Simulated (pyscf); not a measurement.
PySCF, gas phase, ωB97X-D3(BJ)/def2-SVP geometries.

Q: For the elementary gas-phase step HO–Zn–SeH + HCl -> HO–Zn–Cl + H₂Se (singlet surface; Se–Zn, Cl–H broken, Cl–Zn, H–Se formed), what barrier and reaction energy does ωB97M-D3(BJ)/def2-TZVP give, measured from the separated reactants?

A: ΔE‡ = 3.6 kcal/mol, ΔE = -4.7 kcal/mol. Zero-point energy shifts the barrier by -0.3 kcal/mol. It is a four-centre exchange, with an imaginary mode of 745i cm⁻¹. On the reactant side the descent ends in a complex, 6.3 kcal/mol under the separated species and 6.8 kcal/mol under the saddle at ωB97X-D3(BJ)/def2-TZVP. On the product side the descent ends in an adduct with a Se–Zn contact, 10.9 kcal/mol under the separated species and 14.6 kcal/mol under the saddle at ωB97X-D3(BJ)/def2-TZVP. What is counted as broken (Se–Zn) persists as a longer contact in the product adduct; parting that adduct is a step of its own. At ωB97X-D3(BJ)/def2-TZVP the barrier from the zero used here is 0.5 kcal/mol. One saddle was located; it need not be the lowest between these sides. Elements up to Kr have no core potential and no relativistic terms here.
